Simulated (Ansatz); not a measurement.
# BNH₅ (doublet): from Hartree-Fock to the top rungs at distance N1–H4 along a hydrogen transfer = 1.260 Å, cc-pVDZ

How much of the correlation energy of BNH₅ (doublet) does each wave-function method recover here?

Program: Ansatz 0.2.0, Gaussian basis. Level of theory: cc-pVDZ, core rule «outside noble gas», up to 2 orbitals frozen. These are calculated values, not measurements.

To be run: UHF; CCSD(T) on ROHF; CCSD(T) on UHF; BCCD(T) on ROHF; CISD; CCSDT(Q) on ROHF; CCSDT(Q) on UHF; CASSCF and MRCISD+Q, 3 electrons in 3 orbitals; CASSCF and NEVPT2, 3 electrons in 3 orbitals.

## 1. What is computed

The geometry derives from fragments relaxed apart (PBE0/def2-TZVP) and kept rigid, so it is no stationary point. A hydrogen atom is moved between rigid fragments.

7 atoms, charge 0, spin multiplicity 2.

Atoms are counted from 1 here; the program's logs count them from 0.

Bond lengths: N1–H2 1.012 Å, N1–H3 1.012 Å, N1–H4 1.260 Å, B5–H6 1.191 Å, B5–H7 1.191 Å. Angles: H2–N1–H3 107.1°, H2–N1–H4 107.1°, H3–N1–H4 107.1°, H6–B5–H7 129.4°.

## 2. UHF

The input, in.yaml:

```yaml
crystal:
  periodic: [false, false, false]
  atoms:
    - {symbol: N, position_ang: [-1.242115, -0.019092, -0.029716]}
    - {symbol: H, position_ang: [-1.539394, 0.948742, -0.029716]}
    - {symbol: H, position_ang: [-1.539394, -0.421390, 0.850543]}
    - {symbol: H, position_ang: [0.017885, -0.019092, -0.029716]}
    - {symbol: B, position_ang: [1.516885, -0.019092, -0.029716]}
    - {symbol: H, position_ang: [2.025959, -0.019092, 1.047292]}
    - {symbol: H, position_ang: [2.025958, -0.019092, -1.106725]}
basis:
  gaussian: {orbitals: cc-pVDZ}
magnetization: {spin_polarized: true, initial_magnetization: 1}
hamiltonian: {xc: hf}
output: {orbitals: {seedname: orbitals}}
```

Started as:

```sh
> ansatz run in.yaml --threads 1 --pin off --events-out ev --progress --plain --max-ram 4096MiB --backend cpu
```

After this run come: CCSD(T) on ROHF; CCSD(T) on UHF; BCCD(T) on ROHF; CISD; CCSDT(Q) on ROHF; CCSDT(Q) on UHF; CASSCF and MRCISD+Q, 3 electrons in 3 orbitals; CASSCF and NEVPT2, 3 electrons in 3 orbitals.

Before running them: what should the planned runs give, taken together? Wanted: UCCSDT(Q) below the RHF energy; RMP2 from UCCSDT(Q); UMP2 from UCCSDT(Q); RCCSD from UCCSDT(Q); RCCSD(T) from UCCSDT(Q); UCCSD(T) from UCCSDT(Q); RCCSDT(Q) from UCCSDT(Q); NEVPT2 pair from UCCSDT(Q); MRCISD+Q pair from UCCSDT(Q).

As calculated:

| quantity | value |
| --- | --- |
| UCCSDT(Q) below the RHF energy | -8.7398 eV |
| RMP2 from UCCSDT(Q) | +1168.0 meV |
| UMP2 from UCCSDT(Q) | +1289.0 meV |
| RCCSD from UCCSDT(Q) | +235.5 meV |
| RCCSD(T) from UCCSDT(Q) | +37.5 meV |
| UCCSD(T) from UCCSDT(Q) | +39.3 meV |
| RCCSDT(Q) from UCCSDT(Q) | +0.3 meV |
| NEVPT2 pair from UCCSDT(Q) | +1212.1 meV |
| MRCISD+Q pair from UCCSDT(Q) | +111.7 meV |
| levels within 1 kcal/mol (43 meV) | RCCSD(T), UCCSD(T), BCCD(T), RCCSDT, UCCSDT, RCCSDT(Q) |
| T1 diagnostic | 0.021 |

RCCSD(T) misses by +37.5 meV, 0.4 % of the correlation energy. Of the multireference levels listed MRCISD+Q pair comes nearest in total energy (+111.7 meV), which doesn't show that its space is the better one. These misses are within one basis, not against nature; the frozen cores of restricted and unrestricted runs differ, which can shift their rows.
